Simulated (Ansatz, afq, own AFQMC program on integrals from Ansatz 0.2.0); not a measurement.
## Where AFQMC and coupled cluster stand for BH₄, doublet

```xyz
5

B    -0.1596    0.0000    0.0000
H    -0.7563    1.0336    0.0000
H    -0.7563   -1.0336    0.0000
H     1.1574    0.0000    0.0000
H     2.0664    0.0000    0.0000
```

Basis cc-pVTZ. Only valence electrons are correlated. Integrals, coupled cluster, full CI and functionals: Ansatz 0.2.0; the random walks run on the same integrals in our own AFQMC program. ph-AFQMC/CISD is guided by a CISD state made of CCSD amplitudes; releasing the constraint for a short imaginary time cuts its bias at the price of noise, slowly where states lie close. Error bars are statistical, one sigma.

Determinant: UHF, the one that the program's search chose, which needn't be the lowest solution. The geometry is a point of a scan.

No full CI on the walks' own integrals is used here; CCSDT(Q) serves as the reference and is uncertain by about the last step of the cluster series.

The T1 diagnostic is 0.0121, the weight of the determinant in the CISD state is 0.930 and the ⟨S²⟩ of the determinant is 0.770. The size of the correlated space is 7 electrons in 85 orbitals.

| level | correlation energy (eV) |
| --- | --- |
| MP2 | -3.3775 |
| CCSD | -4.0801 |
| CCSD(T) | -4.1674 |

(1) Estimate where phaseless AFQMC with a CISD trial lies against CCSD(T) on the same integrals.

(1) 0.29 ± 0.05 kcal/mol below CCSD(T).

Reference: CCSDT(Q), correlation energy -4.186 eV. The released energy is read at 2.40 1/Eh (meV from the phaseless value at times in 1/Eh: -3.9 ± 2.1 at 0.24, -6.6 ± 1.7 at 0.51, -5.6 ± 1.1 at 0.99, -7.5 ± 1.6 at 1.62, -5.7 ± 2.2 at 2.40).

| level | E − E(reference) (kcal/mol) | share of correlation (%) |
| --- | --- | --- |
| CCSD(T) | 0.42 | 99.57 |
| CCSDT | 0.04 | 99.95 |
| ph-AFQMC/CISD | 0.13 ± 0.05 | 99.86 |
| released AFQMC | 0.00 ± 0.05 | 100.00 |

A walk keeps the symmetry of its determinant, which the program's search chose and which needn't be the lowest solution, so a lower state of the same spin and another symmetry isn't excluded. Released energies are given only where the last usable release times agree within the noise; a slower fall can still hide under it.
